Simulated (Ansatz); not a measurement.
# AlP+ (quartet): from Hartree-Fock to the top rungs, def2-TZVPP

The task here is to estimate one member of a computed series from the others.

Method: def2-TZVPP, core rule «outside noble gas», up to 10 orbitals frozen; program: Ansatz 0.2.0, Gaussian basis.

The runs, in order: UHF; ROHF; CCSD(T) on UHF.

**The geometry**

The geometry is a PBE0/def2-TZVP stationary point (not a proven minimum) of the parent state, kept for this charge and spin.

2 atoms, charge 1, spin multiplicity 4.

Atoms are counted from 1 here; the program's logs count them from 0.

Bond lengths: Al1–P2 2.381 Å.

Set-up of the first run:

in.yaml

```yaml
crystal:
  periodic: [false, false, false]
  atoms:
    - {symbol: Al, position_ang: [0.000000, 0.000000, 0.000000]}
    - {symbol: P, position_ang: [0.000000, 0.000000, 2.380600]}
basis:
  gaussian: {orbitals: def2-TZVPP}
total_charge: 1
magnetization: {spin_polarized: true, initial_magnetization: 3}
hamiltonian: {xc: hf}
output: {orbitals: {seedname: orbitals}}
```

Launch:

```
ansatz run in.yaml --threads 1 --pin off --events-out ev --progress --plain --max-ram 4096MiB --backend cpu
```

Among the steps run: UHF; ROHF; CCSD(T) on UHF.

One of the session's tables, all rows but one given; the rest of the session is left out.

```
  method  from UCCSD(T) (meV)
    ROHF                    ?
     UHF              +4312.8
    UMP2               +969.5
   UCCSD               +199.9
UCCSD(T)                    0
```

Estimate the missing values for ROHF.

As computed: from UCCSD(T) (meV): +4538.1. In the column «from UCCSD(T) (meV)» it is the highest.
